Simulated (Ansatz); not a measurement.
We consider corundum (α-Al2O3), described by HSE06 (Ansatz, a first-principles code, PAW).

Numerical settings: plane-wave cutoff 460 eV, 6×6×6 k mesh, Fermi–Dirac smearing 0.01 eV, scalar-relativistic PAW data made under PBE.

Cell (relaxed at this level):

Al₂O₃ is taken in the trigonal space group R-3c, hexagonal axes (No. 167), the corundum structure, Pearson symbol hR10. Cell: a = 4.7527 Å, b = 4.7527 Å, c = 12.9786 Å, α = 90.00°, β = 90.00°, γ = 120.00°. Al on 12c is surrounded by 3 O at 1.854 Å and 3 O at 1.966 Å (octahedral). O on 18e is surrounded by 2 Al at 1.854 Å and 2 Al at 1.966 Å. (Neighbours: up to the widest gap in distance over summed covalent radii, below 1.35, at either atom; cation-cation and far metal-metal contacts left out.)
(The calculation used a cell of 10 atoms; values per cell refer to that cell.)

Task: Give the computed band gap.

Result: 
* **band gap**: 8.16 eV (on the SCF k mesh) (direct)

Static lattice: no zero-point or thermal effects.
